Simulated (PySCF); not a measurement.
## Checking a proposed structure

A compound C5H10O gives the data below (simulated from a calculation) and was assigned the structure `CCCC(C)=O`.

¹³C{¹H} NMR (computed): δ 220.1 (C), 45.1 (CH), 29.8 (CH3), 21.0 (CH3, 2C).

¹H NMR (400 MHz, computed): δ 2.64 (sept, 1H), 2.11 (s, 3H), 1.04 (d, 6H).

PySCF calculation with GIAO B97-2/pcSseg-2 shieldings and coordinates at the PBE0-D3(BJ)/def2-TZVP level; a single conformation, rapidly exchanging positions averaged, no solvent model, non-relativistic.

Shifts are taken against calculated references (same method and geometry level): ¹H, ¹³C against TMS.

(1) Compare with the shifts computed for the proposed structure, pairing carbons in order of shift.

(2) Which isomer fits?

Answers

(1) Numbering as in the mapped SMILES `[CH3:1][CH2:2][CH2:3][C:4]([CH3:5])=[O:6]`. Hydrogens are named by the atom that carries them.

| atom | computed for proposal | given list | difference |
| --- | --- | --- | --- |
| C4 | 214.8 | 220.1 | -5.3 |
| C3 | 49.0 | 45.1 | +3.9 |
| C5 | 31.2 | 29.8 | +1.4 |
| C2 | 20.9 | 21.0 | -0.1 |
| C1 | 16.2 | 21.0 | -4.8 |

The rms difference is 3.7 ppm and the largest -5.3 ppm at C4 (ketone carbonyl carbon). The proposal also would give 5 carbon signals, not 4. The carbon types in order of shift don't match either: C, CH2, CH3, CH2, CH3 for the proposal against C, CH, CH3, CH3, CH3 in the data. The proposal doesn't fit.

(2) methyl isopropyl ketone (CC(=O)C(C)C).

Carbon types of the structure: 1 × C, 1 × CH, 3 × CH3, which accounts for all hydrogens. δC 220.1: ketone carbonyl carbon; the double bond to the heteroatom, with no lone-pair donor beside it, deshields it most. δC 45.1: sp3 CH α to a carbonyl; α to the electron-withdrawing carbonyl group. δC 21.0: methyl carbon; saturated and bonded to C and H only. δH 2.11: hydrogen on a methyl carbon α to a carbonyl; α to C=O.

Other isomers checked: CC(C)(C)C=O (rms 4.8 ppm).

This is the structure that produced the data.

Shifts are as computed. Against solution values, carbons near 30 ppm lie about +3 ppm off and those near 130 ppm about +7 ppm. Of 1211 compounds with measured shifts, 218 miss one by over three times the rms of a fit or turn the order of signals round; such compounds aren't used in these exercises. Multiplicities follow the n + 1 count of equivalent neighbours, as no J values were calculated; m marks all less simple cases, F and P coupling included.
